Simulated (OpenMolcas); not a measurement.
# How methods differ on AlClF (SMILES [F][Al][Cl])

AlClF: 3 atoms, total charge 0, spin state doublet. As SMILES, `[F][Al][Cl]`. Geometry: a GFN2-xTB relaxation, a rough one for these elements and not checked as a minimum.

```xyz
3

F    -1.1021    1.1225   -0.4893
Al   -0.3350   -0.3286   -0.2168
Cl    1.4371   -0.7940    0.7060
```

Each level gives the energy change with the Al2–Cl3 bond stretched from 2.051 to 4.103 Å (eV). The values are calculated.

```json
{"level": "ROHF/STO-3G", "kind": "Hartree–Fock", "program": "OpenMolcas", "value (eV)": "3.16", "less FCI/STO-3G": "+0.23", "CPU time (all runs)": "4.8 s"}
{"level": "USVWN5/STO-3G", "kind": "LDA", "program": "OpenMolcas", "value (eV)": "3.08", "less FCI/STO-3G": "+0.15", "CPU time (all runs)": "29 s"}
{"level": "UPBE/STO-3G", "kind": "GGA", "program": "OpenMolcas", "value (eV)": "3.80", "less FCI/STO-3G": "+0.87", "CPU time (all runs)": "11 s"}
{"level": "U-r2SCAN/STO-3G", "kind": "meta-GGA", "program": "OpenMolcas", "value (eV)": "2.96", "less FCI/STO-3G": "+0.03", "CPU time (all runs)": "29 s"}
{"level": "UPBE0/STO-3G", "kind": "global hybrid", "program": "OpenMolcas", "value (eV)": "3.11", "less FCI/STO-3G": "+0.18", "CPU time (all runs)": "24 s"}
{"level": "CASSCF(3,3)/STO-3G", "kind": "multireference", "program": "OpenMolcas", "value (eV)": "2.89", "less FCI/STO-3G": "-0.04", "CPU time (all runs)": "5.8 s"}
{"level": "FCI/STO-3G", "kind": "exact in the basis", "program": "OpenMolcas", "value (eV)": "2.93", "less FCI/STO-3G": "0.00", "CPU time (all runs)": "60 s"}
```

FCI/STO-3G is exact within its basis and frozen core, so for wave-function methods in that basis the difference is their error; functionals converge differently with the basis, so for them it is only a difference. The first shape isn't each level's own minimum. The values span 2.89 to 3.80 eV. All rows use very small basis sets, so even the best lies far from the true value. CPU times are rough (shared hosts, several kinds of processor): they show what a rung costs within a factor of a few.
